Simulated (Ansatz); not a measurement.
## A relaxation, step by step

BNH4O, closed shell, PBE0-D4/def2-TZVP (Ansatz 0.2.0). Settings:

```yaml
hamiltonian: {xc: pbe0, dispersion: d4}
relax: {f_tol: 0.005, max_steps: 200}
```

Start, a step off a saddle point along its unstable mode:

```tsv
atom	x (Å)	y (Å)	z (Å)
B1	0.0318	0.4416	0.3759
O2	-0.1154	-0.9586	0.7335
N3	-0.2411	0.3465	-0.9563
H4	-0.2916	-0.7679	-0.6285
H5	0.3006	1.3022	1.1662
H6	0.6752	-1.4333	0.9936
H7	-0.3594	1.0694	-1.6843
```

| step | energy less the last (meV) | largest force component (eV/Å) |
| --- | --- | --- |
| 1 | 2302.9 | 2.885 |
| 2 | 1925.4 | 2.909 |
| 3 | 1211.2 | 2.339 |
| 4 | 726.1 | 1.687 |
| 5 | 351.0 | 1.145 |
| 6 | 97.8 | 0.514 |
| 7 | 23.9 | 0.589 |
| 8 | 4.7 | 0.386 |
| 9 | 0.1 | 0.052 |
| 10 | 0.0 | 0.007 |
| 11 | 0.0 | 0.002 |

Step 2, positions (Å) and forces (eV/Å):

| atom | x | y | z | Fx | Fy | Fz |
| --- | --- | --- | --- | --- | --- | --- |
| B1 | 0.036 | 0.428 | 0.374 | 0.148 | -0.453 | 0.539 |
| O2 | -0.104 | -0.974 | 0.743 | 0.597 | -0.068 | 1.409 |
| N3 | -0.239 | 0.359 | -0.965 | 0.087 | -0.803 | 0.880 |
| H4 | -0.319 | -0.742 | -0.719 | -0.486 | 1.731 | -2.909 |
| H5 | 0.314 | 1.276 | 1.165 | 0.011 | 0.042 | -0.107 |
| H6 | 0.686 | -1.413 | 1.075 | -0.219 | 0.224 | 0.270 |
| H7 | -0.375 | 1.065 | -1.673 | -0.138 | -0.674 | -0.083 |

Step 5, positions (Å) and forces (eV/Å):

```json
{"atom": "B1", "x": "0.076", "y": "0.294", "z": "0.388", "Fx": "-0.124", "Fy": "-1.145", "Fz": "0.601"}
{"atom": "O2", "x": "-0.019", "y": "-1.043", "z": "0.863", "Fx": "0.870", "Fy": "0.716", "Fz": "0.007"}
{"atom": "N3", "x": "-0.271", "y": "0.360", "z": "-0.952", "Fx": "-0.022", "Fy": "-0.396", "Fz": "0.098"}
{"atom": "H4", "x": "-0.402", "y": "-0.585", "z": "-1.273", "Fx": "-0.266", "Fy": "0.079", "Fz": "-0.653"}
{"atom": "H5", "x": "0.392", "y": "1.191", "z": "1.110", "Fx": "0.067", "Fy": "0.130", "Fz": "-0.094"}
{"atom": "H6", "x": "0.691", "y": "-1.308", "z": "1.467", "Fx": "-0.601", "Fy": "0.361", "Fz": "-0.081"}
{"atom": "H7", "x": "-0.466", "y": "1.091", "z": "-1.603", "Fx": "0.077", "Fy": "0.256", "Fz": "0.121"}
```

Step 9, positions (Å) and forces (eV/Å):

| atom | x | y | z | Fx | Fy | Fz |
| --- | --- | --- | --- | --- | --- | --- |
| B1 | 0.123 | 0.143 | 0.340 | 0.006 | -0.028 | 0.004 |
| O2 | 0.236 | -1.122 | 0.858 | -0.018 | 0.000 | -0.052 |
| N3 | -0.320 | 0.292 | -0.976 | -0.004 | -0.003 | -0.024 |
| H4 | -0.552 | -0.491 | -1.563 | -0.007 | 0.004 | 0.009 |
| H5 | 0.397 | 1.113 | 0.991 | -0.001 | 0.021 | 0.024 |
| H6 | 0.543 | -1.124 | 1.763 | 0.017 | 0.009 | 0.040 |
| H7 | -0.427 | 1.188 | -1.413 | 0.006 | -0.003 | 0.000 |

Last step (11):

B1  (0.123, 0.142, 0.340)
O2  (0.236, -1.123, 0.857)
N3  (-0.318, 0.292, -0.977)
H4  (-0.557, -0.491, -1.562)
H5  (0.394, 1.113, 0.995)
H6  (0.545, -1.123, 1.762)
H7  (-0.423, 1.188, -1.415)
(Å)

Hardware: 2 CPU threads of an Intel Xeon 6975P-C, shared host. Wall time about 9.5 s.
